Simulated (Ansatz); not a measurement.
# CrO3: the relaxed shape and its frontier levels

Aim: characterise CrO3 as a singlet: its structure, frontier levels and distribution of charge.

Program: Ansatz 0.2.0, Gaussian basis. Level of theory: RKS PBE0-D4/def2-TZVP. These are calculated values, not measurements.

Levels to be run: relaxation at PBE0-D4/def2-TZVP; a search for the lowest solution at PBE0-D4/def2-SVP; a single point at PBE0-D4/def2-TZVP; harmonic vibrations at PBE0-D4/def2-TZVP.

## 1. The starting structure

4 atoms, charge 0, spin multiplicity 1.

Atoms are counted from 1 here; the program's logs count them from 0.

Bond lengths: Cr1–O2 1.558 Å, Cr1–O3 1.558 Å, Cr1–O4 1.558 Å. Angles: O2–Cr1–O3 112.0°, O2–Cr1–O4 112.0°, O3–Cr1–O4 112.0°.

Coordinates:

```mol
CrO3
  3D, bonds by distance, orders not assigned

  4  3  0  0  0  0  0  0  0  0999 V2000
   -0.0030    0.0026    0.3383 Cr  0  0
    1.4920   -0.0271   -0.0993 O   0  0
   -0.7219    1.3035   -0.1286 O   0  0
   -0.7671   -1.2790   -0.1103 O   0  0
  1  2  8  0
  1  3  8  0
  1  4  8  0
M  END
```

Formally the metal is d0. No spin-orbit coupling is included.

The start is a GFN2-xTB geometry.

## 2. Relaxation at PBE0-D4/def2-TZVP

The input, in.yaml:

```yaml
crystal:
  periodic: [false, false, false]
  atoms:
    - {symbol: Cr, position_ang: [-0.003020, 0.002610, 0.338280]}
    - {symbol: O, position_ang: [1.492000, -0.027130, -0.099340]}
    - {symbol: O, position_ang: [-0.721890, 1.303510, -0.128650]}
    - {symbol: O, position_ang: [-0.767080, -1.278990, -0.110290]}
basis:
  gaussian: {orbitals: def2-TZVP}
hamiltonian: {xc: pbe0, dispersion: d4}
scf: {lower_state_search: "off"}
output: {orbitals: {seedname: orbitals}}
relax: {f_tol: 0.02, max_steps: 100}
```

Run with:

```console
$ ansatz run in.yaml --threads 2 --pin off --events-out ev --progress --plain --max-ram 4352MiB
```

The runs that follow: Searching for the lowest solution, PBE0-D4/def2-SVP; Single point, PBE0-D4/def2-TZVP; Vibrations by finite differences.

Q: Predict the results of all the runs planned. Wanted: point group; near neighbours of the metal; HOMO, LUMO at PBE0-D4/def2-TZVP; charge on the metal; dipole at PBE0-D4/def2-TZVP; lowest, highest wavenumber.

The runs gave:

| quantity | value |
| --- | --- |
| point group | C3v |
| near neighbours of the metal | O 1.56, O 1.56, O 1.56 Å |
| HOMO, LUMO at PBE0-D4/def2-TZVP | -9.38, -5.27 eV |
| charge on the metal (Mulliken, PBE0-D4/def2-TZVP) | +1.45 e |
| dipole at PBE0-D4/def2-TZVP | 2.84 D |
| lowest, highest wavenumber | 215, 1113 cm⁻¹ |

In words: The molecule keeps its bonding pattern by the stored test; the atoms moved 0.05 Å (rms). The Mulliken charge of the metal, +1.45 e, depends on the basis and isn't its oxidation state. All wavenumbers are real: a minimum at this level. Whether this spin is the lowest isn't tested here.
